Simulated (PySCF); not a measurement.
# Peak assignment

Geometry:
```
atom   x (Å)   y (Å)   z (Å)
  C1  -0.812   0.414  -0.061
  C2   0.081  -0.565  -0.122
  S3   1.657  -0.639   0.621
  H4  -0.635   1.329   0.494
  H5  -1.758   0.321  -0.579
  H6  -0.128  -1.468  -0.689
  H7   1.631   0.580   1.185
```

[PySCF 2.14: PBE0-D3(BJ)/def2-TZVP geometry; shielding tensors at PBE0/pcSseg-2 (GIAO); single conformer; isolated molecule; relativity neglected]

References, each an isolated molecule treated in the same way: ¹³C (186.03 ppm) and ¹H (31.52 ppm) against TMS.

(1) Assign these signals to the numbered atoms. ¹³C{¹H} NMR (computed): δ 141.6, 118.3.

(2) Assign these signals to the numbered atoms. ¹H NMR (400 MHz, computed): δ 6.31 (m, 1H), 5.36 (m, 1H), 5.21 (m, 1H), 3.73 (br s, 1H).

Answers

(1) 
```tsv
δ (ppm)	atoms	environment	reason
141.6	C2	alkene CH	the olefinic region
118.3	C1	terminal =CH2 carbon	an sp2 carbon of a C=C bond
```

(2) 
6.31 → H6, hydrogen on an alkene CH: attached to an sp2 carbon and in the plane of the double bond
5.36 → H4, hydrogen on a terminal =CH2 carbon: attached to an sp2 carbon and in the plane of the double bond
5.21 → H5, hydrogen on a terminal =CH2 carbon
3.73 → H7, hydrogen on a thiol sulfur: exchangeable; this is the value without hydrogen bonding to other molecules

The OH or NH signal is concentration- and solvent-dependent in practice; the value given is the gas-phase one. Shifts are as computed. Against solution values, carbons near 30 ppm lie about +3 ppm off and those near 130 ppm about +9 ppm; carbons on S a further +4 ppm. Of 1211 compounds with measured shifts, 218 miss one by over three times the rms of a fit or turn the order of signals round; such compounds aren't used in these exercises. No couplings were computed; multiplicities are counted from neighbouring protons, with m where these are inequivalent, close in shift, in a saturated or five-membered ring or joined by F or P, and br s for small geminal =CH2 splittings.
